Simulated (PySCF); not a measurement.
# SiF₂: relaxation and vibrations of the triplet

The task is one start of a wider search on SiF₂: the triplet, from a bent start. It is relaxed, tested by its Hessian and followed downhill if it is a saddle.

Method: PBE0, basis Si def2-TZVP, F def2-TZVP, no relativity, density fitting; program: PySCF 2.14.0.

## 1. Starting geometry

3 atoms, charge 0, spin multiplicity 3.

Bond lengths: Si1–F2 1.800 Å, Si1–F3 1.800 Å. Angles: F2–Si1–F3 110.0°.

Z-matrix (Å, degrees; charge 0 multiplicity 3):
```
Si
F  1 1.8000
F  1 1.8000 2 110.00
```

## 2. Finding the electronic state

One driver script runs all steps and calls PySCF; scf.py shows how it sets up the SCF of each step. The optimiser is the driver's own. After this first run the driver tries any further starts and a stability analysis.

scf.py reads:

```python
from pyscf import gto, scf, dft
mol = gto.M(atom='''
Si     0.000000     0.000000     0.000000
F      1.474500     0.000000     1.032400
F     -1.474500     0.000000     1.032400''',
    basis={'Si': 'def2-TZVP', 'F': 'def2-TZVP'},
    charge=0, spin=2)
mf = dft.UKS(mol, xc='PBE0')
mf.grids.atom_grid = (50, 194)
aux = {'Si': 'def2-universal-JKFIT', 'F': 'def2-universal-JKFIT'}
mf = mf.density_fit(auxbasis=aux)
mf.conv_tol = 1e-08
mf.diis_space = 10
mf.max_cycle = 60
mf.init_guess = 'minao'
mf.verbose = 4
mf.kernel()
```

Run with:

```
OMP_NUM_THREADS=4 python axn.py task.json out
```

After this run come: Relaxation: bent start, triplet; Vibrations and properties at this point.

**Question.** What will these runs give? Wanted: minimum; geometry; wavenumbers; dipole moment; highest occupied, lowest empty level; polar-tensor charge of Si1; zero-point energy; atomisation energy; ⟨S²⟩.

**Answer**, as computed:

| quantity | value |
| --- | --- |
| minimum | triplet, C2v |
| geometry | Si–F 1.597 Å (×2); F–Si–F 113.6° |
| wavenumbers (cm⁻¹) | 270 (a1), 832 (a1), 947 (b2) |
| dipole moment | 1.29 D |
| highest occupied, lowest empty level (either spin) | -5.15, -4.80 eV |
| polar-tensor charge of Si1 | +0.98 e |
| zero-point energy | 12.3 kJ/mol |
| entropy at 298.15 K | 267.1 J/(mol K) |
| atomisation energy (no zero-point energy) | 920 kJ/mol |
| ⟨S²⟩ | 2.002 |

**Reading.** The bent start keeps its C2v symmetry and ends in a minimum. The strongest infrared band lies at 947 cm⁻¹ (b2, stretch). Most of the spin sits on Si1 (Mulliken spin 1.83, against 2 for the whole molecule). Only this shape and spin were tried, so other structures or states may lie lower.
